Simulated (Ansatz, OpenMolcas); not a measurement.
**How methods differ on PH2 (SMILES [PH2])**

The species is PH2 (3 atoms), meant as a doublet with charge 0. SMILES: `[PH2]`. Geometry: relaxed at GFN2-xTB.

```xyz
3

P     0.5145   -0.3028    0.2527
H     0.1115    1.0274    0.1724
H    -0.6260   -0.7246   -0.4251
```

Each level gives the energy change with the P1–H3 bond stretched from 1.392 to 2.784 Å (eV). The values are calculated.

```
                   level                    kind     program  value (eV)  less FCI/3-21G  CPU time (all runs)
               UHF/3-21G            Hartree–Fock      Ansatz        1.82           -0.44               0.26 s
            USVWN5/3-21G                     LDA      Ansatz        2.96           +0.70                1.1 s
              UPBE/3-21G                     GGA      Ansatz        2.77           +0.51                3.2 s
         U-wB97M-V/3-21G  range-separated hybrid      Ansatz        2.97           +0.71                 35 s
           U-wB97X/3-21G  range-separated hybrid      Ansatz        2.93           +0.67                 20 s
       CASSCF(3,3)/3-21G          multireference  OpenMolcas        2.14           -0.12                  5 s
MC-PDFT[tPBE](7,6)/3-21G          multireference  OpenMolcas        2.76           +0.50                5.1 s
          UBCCD(T)/3-21G   coupled cluster or CI      Ansatz        2.28           +0.02               0.87 s
               FCI/3-21G      exact in the basis  OpenMolcas        2.26            0.00                7.6 s
```

FCI/3-21G is exact within its basis and frozen core, so for wave-function methods in that basis the difference is their error; functionals converge differently with the basis, so for them it is only a difference. The first shape isn't each level's own minimum. The values span 1.82 to 2.97 eV. Spin contamination of the reference (⟨S²⟩ at least 0.1 too high) touches UHF/3-21G, USVWN5/3-21G, UPBE/3-21G, U-wB97M-V/3-21G, U-wB97X/3-21G, UBCCD(T)/3-21G. All rows use very small basis sets, so none should be taken for the real molecule's value. In so small a basis fixed costs decide the times, and correlated methods can beat functionals. Times are those of the runs behind each value, whatever else they computed, on shared processors of several kinds: orders of magnitude only.
